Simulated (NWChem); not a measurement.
Everything below was run with NWChem. System: CH6Si, charge 0, spin multiplicity 1, displaced from the optimised geometry. The structure started from a generated list of species. Level: PBE/def2-SVP.

Output (cleaned and shortened):

```
             Northwest Computational Chemistry Package (NWChem) 7.3.0
             --------------------------------------------------------

                                NWChem Input Module
                                -------------------

 Scaling coordinates for geometry "geometry" by  1.889725989
 (inverse scale =  0.529177249)

 Turning off AUTOSYM since
 SYMMETRY directive was detected!

                             Geometry "geometry" -> ""
                             -------------------------

 Output coordinates in angstroms (scale by  1.889725989 to convert to a.u.)

  No.       Tag          Charge          X              Y              Z
 ---- ---------------- ---------- -------------- -------------- --------------
    1 Si                  14.0000     0.64686900     0.03686100     0.00000000
    2 C                    6.0000    -1.26877400    -0.07230800     0.00000000
    3 H                    1.0000     1.14507900     0.78021200     1.23630300
    4 H                    1.0000     1.14507900     0.78021200    -1.23630300
    5 H                    1.0000     1.26692700    -1.35768800     0.00000000
    6 H                    1.0000    -1.63702900    -0.61885200     0.90885100
    7 H                    1.0000    -1.63702900    -0.61885200    -0.90885100
    8 H                    1.0000    -1.72655300     0.95276200     0.00000000

 Effective nuclear repulsion energy (a.u.)      61.2500299245

            Nuclear Dipole moment (a.u.)
            ----------------------------
        X                 Y               Z
 ---------------- ---------------- ----------------
    -0.0000075589    -0.0000000000     0.0000000000

      Symmetry information
      --------------------

 Group name             Cs
 Group number              2
 Group order               2
 No. of unique centers     6

      Symmetry unique atoms

     1    2    3    5    6    8


 Summary of "ao basis" -> "" (spherical)
 ------------------------------------------------------------------------------
       Tag                 Description            Shells   Functions and Types
 ---------------- ------------------------------  ------  ---------------------
 *                          def2-svp                  on all atoms

  pbe96 is a nonlocal functional; adding pw91lda local functional.

                                 NWChem DFT Module
                                 -----------------

 Summary of "ao basis" -> "ao basis" (spherical)
[...]
     2   2 0 0    -17.284660    -58.789191    -58.789191    100.293723
     2   1 1 0     -0.004022     -2.380616     -2.380616      4.757211
     2   1 0 1     -0.000000     -0.000000     -0.000000      0.000000
     2   0 2 0    -17.214452    -17.150787    -17.150787     17.087122
     2   0 1 1      0.000000      0.000000      0.000000      0.000000
     2   0 0 2    -17.214196    -17.015009    -17.015009     16.815822

            General Information
            -------------------
          SCF calculation type: DFT
          Wavefunction type:  closed shell.
          No. of atoms     :     8
          No. of electrons :    26
           Alpha electrons :    13
            Beta electrons :    13
          Charge           :     0
          Spin multiplicity:     1
          Use of symmetry is: on ; symmetry adaption is: on
          Maximum number of iterations: 100
          AO basis - number of functions:    62
                     number of shells:    32
          Convergence on energy requested:  1.00D-06
          Convergence on density requested:  1.00D-05
          Convergence on gradient requested:  5.00D-04

              XC Information
              --------------
          PerdewBurkeErnzerhof Exchange Functional  1.000
            Perdew 1991 LDA Correlation Functional  1.000 local
           PerdewBurkeErnz. Correlation Functional  1.000 non-local

             Grid Information
             ----------------
          Grid used for XC integration:  medium
          Radial quadrature: Mura-Knowles
          Angular quadrature: Lebedev.
          Tag              B.-S. Rad. Rad. Pts. Rad. Cut. Ang. Pts.
          ---              ---------- --------- --------- ---------
          Si                  1.10       88           8.0       590
          C                   0.70       49           9.0       434
          H                   0.35       45          10.0       434
          Grid pruning is: on
          Number of quadrature shells:   317
          Spatial weights used:  Erf1

          Convergence Information
          -----------------------
          Convergence aids based upon iterative change in
          total energy or number of iterations.
          Levelshifting, if invoked, occurs when the
          HOMO/LUMO gap drops below (HL_TOL):  1.00D-02
          DIIS, if invoked, will attempt to extrapolate
          using up to (NFOCK): 10 stored Fock matrices.

                    Damping( 0%)  Levelshifting(0.5)       DIIS
                  --------------- ------------------- ---------------
          dE  on:    start            ASAP                start
          dE off:    2 iters        100 iters           100 iters

      Screening Tolerance Information
      -------------------------------
          Density screening/tol_rho:  1.00D-10
          AO Gaussian exp screening on grid/accAOfunc:  14
          CD Gaussian exp screening on grid/accCDfunc:  20
          XC Gaussian exp screening on grid/accXCfunc:  20
          Schwarz screening/accCoul:  1.00D-08

                            NWChem DFT Gradient Module
                            --------------------------

  charge          =   0.00
  wavefunction    = closed shell

  Using symmetry

                         DFT ENERGY GRADIENTS

    atom               coordinates                        gradient
                 x          y          z           x          y          z
   1 Si      1.222405   0.069657   0.000000    0.002034   0.000118   0.000000
   2 C      -2.397635  -0.136642   0.000000    0.000437   0.000025   0.000000
   3 H       2.163886   1.474387   2.336274    0.002133   0.003149   0.005235
   4 H       2.163886   1.474387  -2.336274    0.002133   0.003149  -0.005235
   5 H       2.394145  -2.565658   0.000000    0.002651  -0.005906   0.000000
   6 H      -3.093536  -1.169461   1.717479   -0.002905  -0.004112   0.006824
   7 H      -3.093536  -1.169461  -1.717479   -0.002905  -0.004112  -0.006824
   8 H      -3.262712   1.800459   0.000000   -0.003577   0.007688   0.000000

                 ----------------------------------------
                 |  Time  |  1-e(secs)   |  2-e(secs)   |
                 ----------------------------------------
                 |  CPU   |       0.00   |       0.80   |
                 ----------------------------------------
                 |  WALL  |       0.00   |       0.80   |
                 ----------------------------------------

 Task  times  cpu:        3.3s     wall:        3.3s

 Total times  cpu:        3.4s     wall:        3.4s
```

### Question
Write an NWChem input that would produce this output.

### Answer
One answer among several that fit: 
```
start mol
memory heap 200 mb stack 900 mb global 1100 mb
geometry units angstroms nocenter noautoz
  Si     0.646869     0.036861     0.000000
  C     -1.268774    -0.072308     0.000000
  H      1.145079     0.780212     1.236303
  H      1.145079     0.780212    -1.236303
  H      1.266927    -1.357688     0.000000
  H     -1.637029    -0.618852     0.908851
  H     -1.637029    -0.618852    -0.908851
  H     -1.726553     0.952762     0.000000
  symmetry group Cs
end
basis spherical
  * library def2-svp
end
dft
  xc xpbe96 cpbe96
  semidirect memsize 60000000 filesize 0
  iterations 100
  grid medium
end
task dft gradient
```
